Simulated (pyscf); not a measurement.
Multi-bond step: HS–GeH₃ (SMILES [SH][GeH3]) + HF (SMILES F) -> H₂S (SMILES S) + GeH₂ (SMILES [GeH2]) [singlet] + HF (SMILES F)

Gas phase, singlet surface, charge 0. Bonds broken: S1–Ge2, Ge2–H4, F7–H8. Bonds formed: S1–H8, H4–F7. PySCF, gas phase, ωB97X-D3(BJ)/def2-SVP geometries. Correlated levels are frozen-core, on RHF or UHF. ΔMP2 is the change of the MP2 total energy from the triple- to the quadruple-zeta basis.

Transition state (Å):

```xyz
8

S      0.3174    -0.7580     0.0154
Ge    -1.6316     0.6946     0.2285
H     -0.3370    -1.9041     0.2885
H     -1.6027     0.3138    -1.5419
H     -2.3715    -0.0513     1.3699
H     -0.9616     1.8872     0.9567
F     -0.9958    -0.2793    -2.3612
H     -0.2120    -0.6502    -1.4321
```

One imaginary mode, 1624i cm⁻¹; descent along it reached the two sides named, in the forms told below.

| bond | change | reactant side (Å) | saddle | product side |
|---|---|---|---|---|
| S1–Ge2 | breaks | 2.246 | 2.440 | 2.559 |
| Ge2–H4 | breaks | 1.528 | 1.811 | 2.341 |
| F7–H8 | breaks | 0.936 | 1.271 | 2.042 |
| S1–H8 | forms | 2.237 | 1.545 | 1.354 |
| H4–F7 | forms | 2.9 | 1.180 | 0.948 |

Electronic energies relative to the separated reactants (kJ/mol):

```tsv
level	barrier	reaction energy	reverse barrier
ωB97X-D3(BJ)/def2-TZVP	169.7	+231.2	-61.5
PBE/def2-TZVP	111.3	+206.2	-94.9
r²SCAN/def2-TZVP	134.3	+226.9	-92.6
B3LYP-D3(BJ)/def2-TZVP	144.4	+198.7	-54.3
PBE0-D3(BJ)/def2-TZVP	143.9	+222.4	-78.4
M06-2X/def2-TZVP	172.8	+211.7	-39.0
ωB97M-D3(BJ)/def2-TZVP	164.2	+198.8	-34.6
HF/def2-TZVP	273.1	+191.4	81.7
MP2/def2-QZVPP	177.2	+230.7	-53.5
CCSD/def2-TZVPP	201.7	+209.6	-7.9
CCSD(T)/def2-TZVPP	184.7	+214.6	-29.8
CCSD(T)/def2-TZVPP + ΔMP2(QZVPP)	182.7	+212.4	-29.7
```

With CCSD(T)/def2-TZVPP + ΔMP2(QZVPP) energies and thermal terms (ideal gas, 1 atm, RRHO with modes under 100 cm⁻¹ raised to 100, one conformer, R ln 2 for chiral ones without a mode under 150 cm⁻¹), in kJ/mol:

```csv
T (K),ΔH‡,ΔG‡,ΔH,ΔG
298,171.0,211.5,+201.4,+159.6
600,170.1,253.2,+199.8,+117.5
900,171.9,294.4,+196.0,+77.2
1200,174.5,334.8,+191.6,+38.2
```

On the reactant side the descent ends in a complex, 27.7 kJ/mol under the separated species and 197.4 kJ/mol under the saddle at ωB97X-D3(BJ)/def2-TZVP. On the product side the descent ends in an adduct with a Ge–S contact, 119.1 kJ/mol under the separated species and 57.5 kJ/mol under the saddle at ωB97X-D3(BJ)/def2-TZVP. At ωB97X-D3(BJ)/def2-TZVP, PBE, r²SCAN, B3LYP-D3(BJ), PBE0-D3(BJ), M06-2X, ωB97M-D3(BJ)/def2-TZVP, MP2, CCSD, CCSD(T), CCSD(T) the saddle lies under the separated products, which points to a path from their complex (located at ωB97X-D3(BJ) alone), and parting the products costs more than the saddle. What is counted as broken (Ge–S) persists as a longer contact in the product adduct; parting that adduct is a step of its own. The same reactants have a lower exit, to H₂S + F–GeH₃ (barrier +108.9 kJ/mol at ωB97M-D3(BJ)/def2-TZVP, against +164.2 kJ/mol here). One saddle was located; it need not be the lowest between these sides. The CCSD(T) − MP2 part came from Ansatz, without density fitting, on the same reference. The frozen core leaves the outer d or s,p core shells of the metals and heavy elements correlated in the MP2 and CC values, and def2-TZVPP describes them poorly, which can shift differences by a few kcal/mol. Elements up to Kr have no core potential and no relativistic terms here.
